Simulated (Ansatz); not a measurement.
**CHSi (doublet): wave-function methods side by side at distance Si1–C2 = 5.809 Å, 6-31G**

One table from this session's results is given with a row withheld; the runs are named, their logs left out.

Computed with Ansatz 0.2.0, Gaussian basis. Level: 6-31G, core rule «outside noble gas», up to 6 orbitals frozen.

The runs, in order: UHF; CCSD(T) on UHF; BCCD(T) on ROHF; CISD; CCSDT(Q) on UHF; CISDTQ; CASSCF and MRCISD+Q, 3 electrons in 3 orbitals; CASSCF and NEVPT2, 3 electrons in 3 orbitals; CASSCF and MRCISD+Q, 9 electrons in 9 orbitals; CASSCF and NEVPT2, 9 electrons in 9 orbitals; Full CI; Full CI in the symmetry of the determinant.

33 further runs of the same task are left out: 8 for a known fault of the program, 23 that didn't finish, 2 set aside as unsound or not needed.

## What is computed

The geometry derives from a PBE0/def2-TZVP stationary point (not a proven minimum). One bond is set to the value named and the two fragments are kept rigid.

3 atoms, charge 0, spin multiplicity 2.

Atoms are counted from 1 here; the program's logs count them from 0.

Bond lengths: Si1–H3 1.500 Å.

The first run:

in.yaml reads:

```yaml
crystal:
  periodic: [false, false, false]
  atoms:
    - {symbol: Si, position_ang: [0.000000, 0.000000, 1.436489]}
    - {symbol: C, position_ang: [0.000000, 0.000000, -4.372511]}
    - {symbol: H, position_ang: [0.000000, 0.000000, 2.936022]}
basis:
  gaussian: {orbitals: 6-31G}
magnetization: {spin_polarized: true, initial_magnetization: 1}
hamiltonian: {xc: hf}
output: {orbitals: {seedname: orbitals}}
```

Command:

```
> ansatz run in.yaml --threads 1 --pin off --events-out ev --progress --plain --max-ram 2393MiB
```

Steps of the session up to this table: UHF; CCSD(T) on UHF; BCCD(T) on ROHF; CISD; CCSDT(Q) on UHF; CISDTQ; CASSCF and MRCISD+Q, 3 electrons in 3 orbitals; CASSCF and NEVPT2, 3 electrons in 3 orbitals; CASSCF and MRCISD+Q, 9 electrons in 9 orbitals; CASSCF and NEVPT2, 9 electrons in 9 orbitals; Full CI; Full CI in the symmetry of the determinant.

One table of the session follows, with a row left open; its other results are not shown here.

```
          method  from FCI (meV)
             UHF         +2236.1
            UMP2          +798.1
           UCCSD           +25.5
        UCCSD(T)            +7.6
         BCCD(T)            +8.2
          UCCSDT            +0.3
       UCCSDT(Q)            -0.4
     CASSCF pair               ?
     NEVPT2 pair          +818.4
     MRCISD pair          +132.5
   MRCISD+Q pair           -23.8
  CASSCF valence          +944.8
  NEVPT2 valence          +345.3
  MRCISD valence           +23.5
MRCISD+Q valence            +2.7
             FCI               0
```

Estimate the missing values for CASSCF pair.

**Answer.** from FCI (meV): +2282.5. In the column «from FCI (meV)» it is the highest.

Among the levels timed on like hardware and quicker than the yardstick, those that no quicker one beats, quickest first: NEVPT2 pair (2.1 s, +818.4 meV); MRCISD+Q pair (3.2 s, -23.8 meV); BCCD(T) (4.8 s, +8.2 meV); UCCSD(T) (4.9 s, +7.6 meV); MRCISD+Q valence (6.5 s, +2.7 meV); UCCSDT(Q) (8.5 s, -0.4 meV).

Not comparable, so not listed: CISD; CISDTQ (they don't share determinant, frozen orbitals or solution with the rows shown, or repeat one).

Caveats from the session: The report flags that the cluster equations may have other roots. The yardstick is full CI for this spin, exact in this basis with these frozen cores. The program flags BCCD(T) as in doubt, so those rows may rest on another solution; read them beside their warnings. MRCISD+Q pair falls below full CI: the +Q correction isn't variational, and the cores differ from full CI's. With 3.0 effectively unpaired electrons against 1 the state is strongly multireference. Of the multireference levels listed MRCISD+Q valence comes nearest in total energy (+2.7 meV), which doesn't show that its space is the better one. Levels on UHF freeze UHF's core orbitals, full CI those of ROHF, so the U rows can settle a little off it for that reason alone. Warnings in the runs' records: other roots.
